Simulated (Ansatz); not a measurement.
Ideal-gas functions of C2H3FS (`F/C=C\S`) at 500 K and 1 bar, from an Ansatz frequency run at PBE0-D4/def2-TZVP.

Molar mass 78.11 g/mol, point group Cs (symmetry number 1), electronic degeneracy 1, moments of inertia 31.258, 138.563, 169.821 u Å². Harmonic wavenumbers (cm⁻¹, unscaled): 202, 235, 465, 654, 726, 747, 891, 985, 1069, 1254, 1365, 1719, 2720, 3221, 3244.

Use S(trans) = R[1.5 ln M + 2.5 ln T − 1.1517]; rotational temperatures θ = 24.2544 K / I; S(rot) = R[ln(√π/σ · √(T³/θAθBθC)) + 1.5]; for each mode x = 1.438777 ν̃/T, S = R[x/(eˣ − 1) − ln(1 − e⁻ˣ)] and H = RT x/(eˣ − 1); 1 cm⁻¹ = 0.0119627 kJ/mol; R = 8.31446 J/(mol·K).

Q: By hand: the entropy, in J/(mol·K).

A: Translation 174.0. Rotation: θ = 0.7759, 0.175, 0.1428 K, giving 111.1. Vibration, mode by mode: 12.94, 11.72, 6.49, 4.18, 3.55, 3.39, 2.44, 1.97, 1.63, 1.06, 0.82, 0.35, 0.03, 0.01, 0.01, in all 50.6. Electronic 0.0. Sum 335.7 J/(mol·K).

Q: By hand: H − E and G − E in kJ/mol, counted from the electronic energy.

A: Zero-point energy ½ × 19497 × 0.0119627 = 116.6; thermal vibration 14.9; translation, rotation and pV give 4 RT = 16.6. H − E = 148.1 kJ/mol, and G − E = 148.1 − 500 × 335.7/1000 = -19.8 kJ/mol.

Vibration gives 15 % of the entropy. The sum counts one conformer and one mirror image; others add a mixing term.
